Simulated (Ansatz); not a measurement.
Input file:

```yaml
crystal:
  periodic: [false, false, false]
  atoms:
    - {symbol: P, position_ang: [0.000000, 0.000000, 0.000000]}
    - {symbol: H, position_ang: [0.000000, 0.000000, 1.744000]}
basis:
  gaussian: {orbitals: aug-cc-pVDZ}
magnetization: {spin_polarized: false, initial_magnetization: 2}
correlation: {method: fic_mrcisd_q, electrons: outside_noble_gas, active_space: {window: {electrons: 6, orbitals: 5}, shells: [{species: H, l: s, shell: 1}, {species: P, l: s, shell: 3}, {species: P, l: p, shell: 3}]}}
```

```sh
$ ansatz run in.yaml --threads 1 --pin off --events-out ev --progress --plain --max-ram 2393MiB
```

Q: Roughly how long does this take on 1 thread of Intel Xeon, shared host, and how much host memory?

A: 2.1 s wall and 0.16 GiB.

```
596 factors; integrals over basis functions are off by at most 2.3e-7 eV
mean field evaluation 1: about -9285.6928 eV, gradient 5.3e0 eV
mean field evaluation 2: about -9285.6927 eV, gradient 5.3e0 eV
mean field evaluation 4: about -9286.0308 eV, gradient 5.8e-1 eV
mean field evaluation 8: about -9286.0343 eV, gradient 7.4e-5 eV
mean field -9286.03431196 eV, -341.2554666645 hartree, gradient 1.6e-6 eV, S^2 2.000000; 0 other end points of the search recorded, 0 dependent functions left out
reference -9286.03431196 eV, -341.2554666645 hartree; 9, 7 occupied and 27, 29 virtual orbitals, 596 factors
state -9286.80908609 eV, -341.2839390886 hartree
contracted CI cycle   1: correlation 0.00000000 eV, 0.0000000000 hartree, residual 1.08e1 eV
contracted CI cycle   2: correlation -2.45442588 eV, -0.0901984875 hartree, residual 1.93e0 eV
contracted CI cycle   3: correlation -2.52961906 eV, -0.0929617856 hartree, residual 3.84e-1 eV
contracted CI cycle   4: correlation -2.53260038 eV, -0.0930713472 hartree, residual 9.68e-2 eV
contracted CI cycle   5: correlation -2.53278347 eV, -0.0930780758 hartree, residual 2.46e-2 eV
contracted CI cycle   6: correlation -2.53279493 eV, -0.0930784970 hartree, residual 5.43e-3 eV
contracted CI cycle   7: correlation -2.53279551 eV, -0.0930785180 hartree, residual 1.24e-3 eV
contracted CI cycle   8: correlation -2.53279554 eV, -0.0930785192 hartree, residual 2.96e-4 eV
state -9286.80908609 eV, -341.2839390886 hartree; corrected -9289.50120380 eV, -341.3828725896 hartree
Total energy: -9289.50120380 eV, -341.3828725896 hartree
Checks for a lower state left out: starts, orbital_swaps
```

Natural occupations: 1.9959 1.9328 1.0000 1.0000 0.0713.

For the same geometry and basis full CI lies 26.7 meV higher.
